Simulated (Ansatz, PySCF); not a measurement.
System: ClF, net charge 0, singlet state. 
Coordinates optimised at B3LYP-D3(BJ)/def2-TZVP (Ansatz, a first-principles code):
```xyz
2

F      0.0000     0.0000    -1.0729
Cl     0.0000     0.0000     0.5680
```

Total electronic energies in hartree. Correlated levels leave the core frozen unless marked. Spin-orbit coupling is left out. No relativistic terms. CBS(X,Y): correlation extrapolated as X^-3; Hartree-Fock from the larger set (for Q and 5 zeta extrapolated as (X+1)exp(-9√X)).

| level | program | energy (Eh) |
|---|---|---|
| HF/cc-pV(D+d)Z | Ansatz | -558.84711 |
| revPBE/def2-TZVPD | Ansatz | -559.90770 |
| TPSS/def2-TZVPD | PySCF | -560.04964 |
| PW6B95/def2-TZVPD | PySCF | -560.47455 |
| MP2/cc-pV(5+d)Z | Ansatz | -559.42688 |
| SCS-MP2/def2-SVP | Ansatz | -558.92280 |
| CCSD(T)/cc-pV(Q+d)Z | Ansatz | -559.44007 |
| CCSD(T)/cc-pV(5+d)Z | Ansatz | -559.45888 |
| CCSD(T)/CBS(cc-pV(Q+d)Z,cc-pV(5+d)Z) | Ansatz | -559.4757 |

Totals of different functionals don't rank their quality; only differences between species are comparable.
